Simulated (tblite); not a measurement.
C4H5NO.
Geometry (GFN2-xTB, Å), atoms numbered from 1 in this order:
```xyz
11
C4H5NO angstrom
C     -1.8344    0.2359    0.0893
C     -1.0736   -0.7273   -0.4032
O      0.2795   -0.8124   -0.4236
C      0.9974    0.2598    0.1516
C      2.4175   -0.0036    0.0376
N      3.5395   -0.1966   -0.0441
H     -2.9027    0.1540    0.0273
H     -1.4509    1.1222    0.5628
H     -1.4878   -1.6077   -0.8745
H      0.7471    0.3728    1.2190
H      0.7740    1.2055   -0.3681
```

Method: GFN2-xTB as coded in tblite; computed harmonic values from a numerical Hessian at the method's own geometry, unscaled. Against measured fundamentals such values can be off by several per cent, at times by over 20. One conformer, not necessarily the lowest.

Harmonic wavenumbers (cm⁻¹): 66.2, 144.8, 237.6, 273.1, 380.1, 518.0, 581.1, 647.7, 834.5, 951.6, 957.8, 982.4, 990.6, 1040.6, 1161.8, 1163.6, 1269.1, 1305.2, 1402.2, 1428.4, 1708.6, 2419.9, 2844.4, 2869.1, 3077.7, 3127.9, 3164.5.

A = 18391, B = 1733, C = 1600 MHz; mass 83.037 u (most abundant isotopes); point group Cs, symmetry number 1.

Q: Zero-point energy?

A: ½Σν̃ = 17774 cm⁻¹ = 212.63 kJ/mol.

Q: Entropy at 200 K, 1 bar (ideal gas, RRHO, classical rotation)?

A: Translation 155.67, rotation 104.84, vibration 36.34: S = 296.8 J/(mol K).

Q: And Cp and H(200 K) − H(0)?

A: Cp = 76.23 J/(mol K), of which vibrations give 42.97 (their classical limit is 27 R = 224.5); H(200 K) − H(0) = 10.79 kJ/mol without the zero-point energy, 4.14 from vibrations.

Q: How do the functions run with temperature in this model?

A: 
```json
{"T (K)": "150", "S (J/(mol K))": "276.6", "Cp (J/(mol K))": "65.4", "H − H(0) (kJ/mol)": "7.25", "G − H(0) (kJ/mol)": "-34.23", "ln q(vib)": "1.27"}
{"T (K)": "250", "S (J/(mol K))": "315.1", "Cp (J/(mol K))": "87.6", "H − H(0) (kJ/mol)": "14.89", "G − H(0) (kJ/mol)": "-63.88", "ln q(vib)": "2.51"}
{"T (K)": "298.15", "S (J/(mol K))": "331.5", "Cp (J/(mol K))": "98.9", "H − H(0) (kJ/mol)": "19.38", "G − H(0) (kJ/mol)": "-79.45", "ln q(vib)": "3.12"}
{"T (K)": "400", "S (J/(mol K))": "363.8", "Cp (J/(mol K))": "121.7", "H − H(0) (kJ/mol)": "30.63", "G − H(0) (kJ/mol)": "-114.88", "ln q(vib)": "4.44"}
{"T (K)": "600", "S (J/(mol K))": "420.1", "Cp (J/(mol K))": "156.3", "H − H(0) (kJ/mol)": "58.65", "G − H(0) (kJ/mol)": "-193.42", "ln q(vib)": "7.04"}
{"T (K)": "900", "S (J/(mol K))": "490.3", "Cp (J/(mol K))": "189.4", "H − H(0) (kJ/mol)": "110.92", "G − H(0) (kJ/mol)": "-330.36", "ln q(vib)": "10.80"}
```

q(vib) and H(0) count from the zero-point level.

Q: Blend soft modes into free rotors: weight 1/[1 + (100 cm⁻¹/ν̃)⁴] for the oscillator and the rest for a rotor with moment μB/(μ + B), μ = h/(8π²ν), B = 10⁻⁴⁴ kg m². What vibrational entropy results?

A: 34.38 J/(mol K) in place of 36.34, which changes −T·S at 200 K by +0.39 kJ/mol.

Hindered rotation and anharmonicity are outside this model. Other conformers, if any are populated, would add a mixing term that is left out.

Run on one thread of an Arm Neoverse V2, no GPU, on a shared host. This covers the Hessian and the dipole derivatives.
